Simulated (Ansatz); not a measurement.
BaHgSnS4 (Ama2, No. 40; cell taken from a computed entry) was calculated with PBE0 (Ansatz, a quantum-chemistry and plane-wave program, PAW).

Numerical settings: plane-wave cutoff 460 eV, 2×4×4 k mesh (along the axes of the cell as run), Fermi–Dirac smearing 0.01 eV, scalar-relativistic PAW data made under PBE.

Cell (relaxed with PBEsol):

```
BaHgSnS4
1.0
   10.81618     0.00000     0.00000
    0.00000     5.38637     3.29901
    0.00000    -5.38637     3.29901
Ba Sn Hg S
2 2 2 8
Direct
  0.50000   0.94984   0.94984
  0.00000   0.94984   0.94984
  0.75000   0.24935   0.67688
  0.25000   0.67688   0.24935
  0.75000   0.67017   0.33588
  0.25000   0.33588   0.67017
  0.57864   0.99386   0.46660
  0.42136   0.46660   0.99386
  0.92136   0.99386   0.46660
  0.07864   0.46660   0.99386
  0.75000   0.65423   0.76144
  0.25000   0.76144   0.65423
  0.75000   0.24856   0.06367
  0.25000   0.06367   0.24856
```

Q: Give the computed band gap and smallest direct gap on the k points sampled.

A: 
- band gap: 3.60 eV (on the SCF k mesh)
- smallest direct gap on the k points sampled: 3.60 eV

Note: cell and atoms aren't relaxed at this level (largest force component 0.25 eV/Å, pressure 1.0 GPa).

Spin–orbit coupling is not included.
